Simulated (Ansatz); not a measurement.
## Band gap of some III–V compounds

Method: RPBE (plane waves, PAW; Ansatz, a program for electronic structure). References are measured gaps from which a computed or estimated zero-point shift was taken out, by their sources or here, so that they lie as a rule above the printed measurements.

Values in eV.

| solid | reference | RPBE | error (eV) |
|---|---|---|---|
| wurtzite GaN | 3.68 | 1.95 | -1.73 |
| zinc-blende AlP | 2.54 | 1.67 | -0.87 |
| zinc-blende GaP | 2.43 | 1.69 | -0.74 |
| wurtzite AlN | 6.51 | 4.22 | -2.29 |
| zinc-blende BP | 2.2¶ (2.20–2.50) | 1.26 | -0.94 |
| zinc-blende InP | 1.47 | 0.83 | -0.64 |

Over these 6 solids the mean error is -1.20 eV, the mean absolute error 1.20 eV (median 0.91 eV), and the worst case wurtzite AlN at -2.29 eV; the value is below the reference in 6 of 6 cases.

¶ marks references of a special kind: zinc-blende BP, 2.2 eV (measured, zero-point renormalisation of 0.106 eV removed from the gap extrapolated to 0 K (as printed); the shift is computed, second of two values printed, our sources range from 2.20 to 2.50; as tabulated in X. Ren, F. Merz, H. Jiang et al., All-electron periodic G0W0 implementation …).

Brackets give the range of the sources taken for a reference, where it is wide; it can hold other temperatures.

Differences are worked out from the printed values.

Density-functional gaps are differences of (generalised) Kohn–Sham levels of a static lattice; semilocal ones lie below quasiparticle gaps as a rule. Measured gaps hold zero-point and thermal shifts unless a correction is named.

Levels without +SOC have no spin–orbit coupling; where heavier elements are present it shifts gaps, mostly down, and can invert bands. Cells: RPBE at the measured cell. Ansatz's density-functional and Hartree–Fock values are scalar-relativistic unless marked +SOC, with PAW data made under PBE.

Not in this set, of the III–V compounds with a reference value in our tables and a result at some level: 5 for spin–orbit coupling left out; 2 for a reference of another kind, counted apart; 1 for sources at odds; 1 for a doubt noted on the run at RPBE. These can be a level's best or worst cases. At least 3 more with a reference value are held back for tests. Solids without a released value at any level aren't counted. Without +SOC, gaps count where the solid holds none of Ge, As, Se, Br, Sn, Sb, Te, I or the elements past barium, or holds Ge, As, Se or Br with a gap over 4 eV. Layered and molecular crystals are counted apart.

References as tabulated in, or derived from, Chen et al. (2018), doi:10.1103/physrevmaterials.2.073803; Feneberg et al. (2010), doi:10.1103/physrevb.82.075208; X. Ren, F. Merz, H. Jiang et al., All-electron periodic G0W0 implementation ….
